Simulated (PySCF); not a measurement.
State search for NaO

Unrestricted PBE0; PySCF, spin-free X2C with a Gaussian nucleus, basis sets Na jorge-DZP-DKH, O jorge-DZP-DKH. Outer shells of the fragments: Na 3s1; O 2s2 2p4.

Followed along the bond (rough minima from three points):

| 2Ms+1 | unpaired | ⟨S²⟩ at the start | R at minimum (Å) | Te (eV) |
| --- | --- | --- | --- | --- |
| 2 | π ↑ | 0.76 | 2.06 | 0.00 |
| 2 | σ ↑ | 0.76 | 1.96 | 0.30 |
| 4 | σ ↑, π ↑↑ | 3.75 | none in the scan | ≤ 2.54 |

Solutions found at the starting distance of 2.175 Å, counted from the lowest of them; the search is not exhaustive and high or unbound solutions are not listed, so other states can lie among these:

```tsv
2Ms+1	unpaired	term	E (eV)	⟨S²⟩	⟨Lz²⟩	μ (D)
2	π ↑	²Π	0.00	0.76	1.01	-8.01
2	σ ↑	²Σ⁺	0.42	0.76	0.00	-8.68
4	σ ↑, π ↑↑	⁴Σ⁻	2.64	3.75	0.00	2.08
2	σ ↓, π ↑↑	mixed	2.70	1.75	0.00	2.44
4	σ ↑↑, π ↑	⁴Π	2.89	3.75	1.00	2.21
2	σ ↑, π ↑↓	mixed	3.45	1.75	2.00	2.24
4	π ↑↑↑	⁴Π	4.25	3.75	1.00	0.58
4	σ ↑, π ↑↑	mixed	4.55	3.75	2.00	0.67
4	σ ↑, π ↑↑	mixed	4.62	3.75	2.00	0.96
2	σ ↑	mixed	5.67	0.75	2.00	2.21
```

A term symbol is given only where ⟨S²⟩ and ⟨Lz²⟩ are close to those of a pure state; real π, δ and φ orbitals otherwise mix terms. A positive dipole means Na(−)O(+).

Question: Compare the gap between the two lowest followed solutions at the starting distance with the gap between their minima.

Answer: At PBE0 the second solution (doublet, unpaired electrons σ ↑) lies +0.42 eV from the first (doublet, unpaired electrons π ↑) at 2.175 Å and +0.30 eV at the minima; the two curves relax by different amounts, since their minima lie near 1.96 and 2.06 Å.

The measured ground state is X ²Π (Huber and Herzberg, Constants of Diatomic Molecules (1979)).

Counting both spins, an empty level lies below a filled one in some of these solutions, because spin and occupation are held.
